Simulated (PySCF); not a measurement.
**C2H4O2: core ionisation energies**

Compound: methyl formate, C2H4O2.
SMILES with atom numbers: `[CH3:1][O:2][CH:3]=[O:4]`

Level of theory: delta-SCF UKS SCAN, pcX-3 on the ionised atom, pcseg-2 elsewhere, spin-free X2C in PySCF. Vertical ΔSCF values, vacuum level as zero.

List the computed XPS lines with their assignment.

```csv
atom(s),environment,level,binding energy (eV),above the level's lowest (eV),count
O2,ester single-bonded oxygen,O 1s,539.92,+1.70,1
O4,ester carbonyl oxygen,O 1s,538.22,0.00,1
C3,ester carbonyl carbon,C 1s,294.94,+2.15,1
C1,methoxy carbon,C 1s,292.79,0.00,1
```

Lowest listed C 1s: C1, bonded to O and 3 H. Highest, 2.15 eV above it: C3, bonded to O (double bond), O and H.

The listed O 1s values span 1.70 eV, from O4 (bonded to C (double bond)) to O2 (bonded to 2 C).

Which effective nuclear charge Zeff reproduces each element's mean 1s value in the hydrogen-like formula E = 13.606 eV × Zeff²?

C (Z = 6): mean 293.9 eV, Zeff = 4.65, Z − Zeff = 1.35; O (Z = 8): mean 539.1 eV, Zeff = 6.29, Z − Zeff = 1.71. Means run over the listed sites, weighted by atom count.

Express the binding energy of C 1s of C3 in atomic units and per mole.

294.94 eV = 10.8388 Eh = 28457 kJ/mol.

Geometry: PBE0-D3(BJ)/def2-TZVP, one conformer, isolated molecule.

Conformer computed: `[CH3:1][O:2][CH:3]=[O:4]`: C1–O2–C3–O4 0°.
